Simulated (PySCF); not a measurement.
Molecule: `CP/C=C/C`, C4H9P.

Bonds (- single, = double, # triple, : aromatic): C1-C2, C2=C3, C3-P4, P4-C5. C1 carries H6, H7, H8; C2 carries H9; C3 carries H10; P4 carries H11; C5 carries H12, H13, H14. Stereochemistry as in C/C=C/PC.

Frames of a GFN2-xTB Langevin trajectory at 300 K; GIAO PBE0/pcSseg-1 shieldings in PySCF 2.14.0 with density-fitted response routines, gas phase, non-relativistic; equivalent atoms averaged within each frame.

Shifts are taken against calculated references (same method and geometry level): 13C (σref 186.93), 1H (σref 31.72) against TMS; 31P (σref 318.38) vs H3PO4. The references are static minima.

Task: How do the shifts (ppm) fluctuate along the trajectory?

Result: 
```tsv
time (fs)	C2	C3	C1	C5	P4	H9	H10	H11	H6/H7/H8	H12/H13/H14
optimised geometry	141.4	136.9	24.7	10.3	-84.7	6.30	5.90	3.87	1.92	1.21
250	151.0	138.7	25.2	12.0	-81.5	6.86	6.45	5.69	2.14	1.26
425	158.2	145.3	34.0	16.3	-118.4	7.11	7.24	2.87	2.49	1.77
625	139.9	137.4	27.1	12.4	-90.1	6.15	5.80	4.54	2.49	1.83
800	143.7	137.8	30.3	7.8	-122.3	6.06	6.17	3.44	3.06	1.65
1000	144.6	138.0	21.4	16.3	-67.6	6.63	5.42	3.78	2.24	2.04
mean of frames	147.5	139.4	27.6	13.0	-96.0	6.56	6.22	4.06	2.48	1.71
standard deviation	7.2	3.3	4.8	3.5	23.7	0.45	0.69	1.09	0.36	0.29
```

5 frames give an uncertainty of the mean of about the standard deviation over 2.2 at best, since frames this close in time may not be independent; classical motion lacks zero-point vibration, and the reference would need the same averaging.
